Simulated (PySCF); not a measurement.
## AlN: one state, many levels of theory

State: ³Σ⁻ (triplet), unpaired electrons π ↑↑. Set-up: basis Al jorge-DZP-DKH, N jorge-DZP-DKH; spin-free X2C with a Gaussian nucleus; PySCF 2.14. De refers to Al + N in their high-spin ground configurations, without counterpoise correction. The functionals are run spin-unrestricted. A positive dipole means Al(−)N(+).

| Level | Re (Å) | ωe (cm⁻¹) | De (eV) | μ (D) |
| --- | --- | --- | --- | --- |
| UHF | 1.939 | 618 | 0.78 | -1.63 |
| UHF-MP2 | 1.952 | 608 | 1.79 | n/a |
| UHF-SCS-MP2 | 1.956 | 600 | 1.79 | n/a |
| UHF-CCSD | 1.961 | 588 | 1.75 | n/a |
| UHF-CCSD(T) | 1.965 | 581 | 1.82 | n/a |
| LDA | 1.952 | 584 | 2.94 | -1.27 |
| PBE | 1.976 | 564 | 2.63 | -1.32 |
| r²SCAN | 1.957 | 584 | 2.28 | -1.31 |
| PBE0 | 1.953 | 595 | 2.36 | -1.43 |
| M06 | 1.936 | 609 | 2.50 | -1.52 |
| B2PLYP | 1.952 | 596 | 2.25 | -1.64 |

The bond length runs from 1.936 Å (M06) to 1.976 Å (PBE). De spans 0.78 eV (UHF, mean field) to 2.94 eV (LDA, local density). Correlation at CCSD(T) changes the Hartree–Fock bond energy by +1.04 eV; the triples alone change it by +0.07 eV.

Correlated steps freeze 6 core orbitals. Correlated levels converge slowly with the basis: in double zeta they bind strong bonds too weakly, by up to about 1 eV, and carry superposition errors of some tenths. Counting both spins, an empty level lies below a filled one in some of these solutions, because spin and occupation are held. B2PLYP dipoles, levels and charges come from its SCF part alone. The state was picked by a PBE0 search and need not be the measured ground state.

The whole job (state search and all levels along the bond) took about 1.1 min on 1 thread of Arm Neoverse V2 (shared host), peak memory 0.45 GiB.
